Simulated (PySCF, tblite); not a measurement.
Isomers of C4H6N (doublet state). Level: GFN2-xTB in tblite, geometry and Hessian alike; calculated harmonic values, unscaled, isolated species. Against measured fundamentals such values can be off by several per cent, at times by over 20. One conformer each. Open shells enter through the occupations alone, without spin polarisation, and single modes of such species can be off by tens of per cent.

Electronic energies: B3LYP/pcH-1 single points on the GFN2-xTB geometries (PySCF, gas phase).

```json
{"SMILES": "[H]/N=C\\C([CH2])=C", "electronic energy, lowest = 0 (kcal/mol)": "21.3"}
{"SMILES": "C[C](C)C#N", "electronic energy, lowest = 0 (kcal/mol)": "0.0"}
{"SMILES": "C#C[C](C)N", "electronic energy, lowest = 0 (kcal/mol)": "30.8"}
{"SMILES": "C[CH]CC#N", "electronic energy, lowest = 0 (kcal/mol)": "14.2"}
{"SMILES": "C=N[C]1CC1", "electronic energy, lowest = 0 (kcal/mol)": "47.3"}
{"SMILES": "[CH2]C#CCN", "electronic energy, lowest = 0 (kcal/mol)": "38.7"}
{"SMILES": "[H]/N=C/[C]1CC1", "electronic energy, lowest = 0 (kcal/mol)": "39.0"}
```

Task: How do GFN2-xTB zero-point energies change the relative energies?

Result: 
```tsv
SMILES	ZPE (kcal/mol)	of it from modes above 1550 cm⁻¹	electronic (kcal/mol)	with ZPE, lowest = 0 (kcal/mol)	lowest mode (cm⁻¹)	rings
C[C](C)C#N	54.4	28.8	0.0	0.0	51	0
C[CH]CC#N	54.0	29.0	14.2	13.8	65	0
[H]/N=C\C([CH2])=C	53.8	29.4	21.3	20.6	76	0
C#C[C](C)N	53.6	30.6	30.8	30.0	83	0
[CH2]C#CCN	53.6	32.3	38.7	37.9	17	0
[H]/N=C/[C]1CC1	54.7	28.7	39.0	39.3	159	1
C=N[C]1CC1	54.2	28.7	47.3	47.0	161	1
```

The zero-point energies span 1.1 kcal/mol, from `[CH2]C#CCN` to `[H]/N=C/[C]1CC1`. The order is unchanged.

Task: And how do the electronic energies of GFN2-xTB itself compare?

Result: `C[C](C)C#N` 0.0; `C[CH]CC#N` 16.1; `[H]/N=C\C([CH2])=C` 22.9; `C#C[C](C)N` 23.7; `[CH2]C#CCN` 33.8; `[H]/N=C/[C]1CC1` 24.9; `C=N[C]1CC1` 18.2 kcal/mol, lowest = 0. Against the energies above, taken from the same isomer `C[C](C)C#N`, the largest difference is 29.1 kcal/mol.

Task: What do entropy and thermal enthalpy add at 298.15 K and 1 bar (rigid rotor, harmonic oscillator, one conformer each)?

Result: 
| SMILES | point group | symmetry number | S (cal/(mol K)) | H − H(0) (kcal/mol) | ZPE + H − H(0) − TS (kcal/mol) |
| --- | --- | --- | --- | --- | --- |
| C[C](C)C#N | C2v | 2 | 80.1 | 4.76 | 35.3 |
| C[CH]CC#N | C1 | 1 | 80.2 | 4.63 | 34.8 |
| [H]/N=C\C([CH2])=C | C1 | 1 | 76.0 | 4.25 | 35.4 |
| [H]/N=C/[C]1CC1 | Cs | 1 | 74.1 | 3.99 | 36.6 |
| C=N[C]1CC1 | C1 | 1 | 74.0 | 4.03 | 36.1 |

S holds R ln(2S + 1) for the spin.

Not tabulated: `C#C[C](C)N` (point group not settled); `[CH2]C#CCN` (lowest mode only 17 cm⁻¹).
